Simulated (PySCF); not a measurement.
Spin states of MgS⁺

Unrestricted PBE0; basis Mg pcseg-2, S pcseg-2; no relativity; PySCF 2.14. Outer shells of the fragments: Mg+ 3s1; S 3s2 3p4.

Followed along the bond (rough minima from three points):

| 2Ms+1 | unpaired | ⟨S²⟩ at the start | R at minimum (Å) | Te (eV) |
| --- | --- | --- | --- | --- |
| 2 | π ↑ | 0.77 | 2.25 | 0.00 |
| 4 | σ ↑, π ↑↑ | 3.76 | none in the scan | ≤ 1.15 |
| 2 | σ ↓, π ↑↑ | 1.76 | none in the scan | ≤ 1.25 |
| 2 | σ ↑, π ↑↓ | 1.76 | none in the scan | ≤ 1.62 |

Solutions found at the starting distance of 2.440 Å, counted from the lowest of them; the search is not exhaustive and high or unbound solutions are not listed, so other states can lie among these:

```
2Ms+1   unpaired   term  E (eV)  ⟨S²⟩  ⟨Lz²⟩  μ (D)
    2        π ↑     ²Π    0.00  0.77   1.01  -9.47
    4  σ ↑, π ↑↑    ⁴Σ⁻    1.13  3.76   0.00  -2.19
    2  σ ↓, π ↑↑  mixed    1.23  1.76   0.00  -2.10
    2  σ ↑, π ↑↓  mixed    1.60  1.76   2.02  -2.16
    4  σ ↑↑, π ↑     ⁴Π    2.29  3.75   1.01  -2.84
    2        σ ↑  mixed    3.06  0.75   2.01  -2.16
    4      π ↑↑↑     ⁴Π    4.23  3.76   1.00  -3.09
    4  σ ↑, π ↑↑  mixed    5.46  3.75   2.01  -3.81
    4  σ ↑, π ↑↑  mixed    5.59  3.75   2.01  -3.78
    2        π ↑     ²Π    9.14  0.76   1.01   4.72
```

A term symbol is given only where ⟨S²⟩ and ⟨Lz²⟩ are close to those of a pure state; real π, δ and φ orbitals otherwise mix terms. A positive dipole points towards S; it is taken about the centre of mass and depends on that origin.

Counting both spins, an empty level lies below a filled one in some of these solutions, because spin and occupation are held.
